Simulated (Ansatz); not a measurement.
This Ansatz (a first-principles code) input (MP2/aug-pcseg-3) gives -177.58236 Eh with 402 basis functions.

Ansatz 0.2 input:
```yaml
crystal:
  periodic: [false, false, false]
  atoms:
    - {symbol: C, position_ang: [0.00476229, 0.43392420, -0.00203639]}
    - {symbol: C, position_ang: [1.18383408, -0.15360148, 0.00493325]}
    - {symbol: F, position_ang: [-1.14596015, -0.26718838, -0.00280751]}
    - {symbol: H, position_ang: [-0.17580160, 1.50100015, -0.00772733]}
    - {symbol: H, position_ang: [1.28003303, -1.23028006, 0.01036986]}
    - {symbol: H, position_ang: [2.07783169, 0.45203897, 0.00524394]}
basis:
  gaussian:
    orbitals: aug-pcseg-3
magnetization: {spin_polarized: false}
correlation: {method: mp2, electrons: outside_noble_gas}
```

Change:
```diff
- orbitals: aug-pcseg-3
+ orbitals: aug-cc-pVQZ
```

Question: What does the run give now?

Answer: -177.59325 Eh (MP2/aug-cc-pVQZ, 378 functions), a change of -10.89 mEh.
